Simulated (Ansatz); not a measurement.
| atom | x (Å) | y (Å) | z (Å) |
| --- | --- | --- | --- |
| C | -0.0086 | -0.5865 | 0.0000 |
| O | -0.0086 | 0.7995 | 0.0000 |
| H | 1.0554 | -0.8688 | 0.0000 |
| H | -0.4674 | -1.0044 | 0.9033 |
| H | -0.4674 | -1.0044 | -0.9033 |

Basis set: pcseg-2 (spherical functions). Charge 0, multiplicity 2.

Computed with Ansatz (development build ahead of 0.2.0); free ground-state atoms in the same class of orbitals, no zero-point energy, no relativity. Restricted functionals stand beside restricted open-shell atoms, which can lie above the unrestricted atoms usual in DFT and then raise those values.

The atomization energy of doublet CH3O from measured heats of formation, zero-point and thermal terms removed is 17.361 eV (G2/97 set, Curtiss et al., J. Chem. Phys. 106, 1063 (1997), as shipped with ASE); it holds spin-orbit and other relativistic effects.

Task: How far do ωB97X (unrestricted), r²SCAN (unrestricted), r²SCAN (restricted open-shell) miss it in this basis?

Result:

```
                        method  atomization energy (eV)  computed − measured (eV)
          ωB97X (unrestricted)                   17.447                     0.086
         r²SCAN (unrestricted)                   17.596                     0.235
r²SCAN (restricted open-shell)                   17.709                     0.348
```
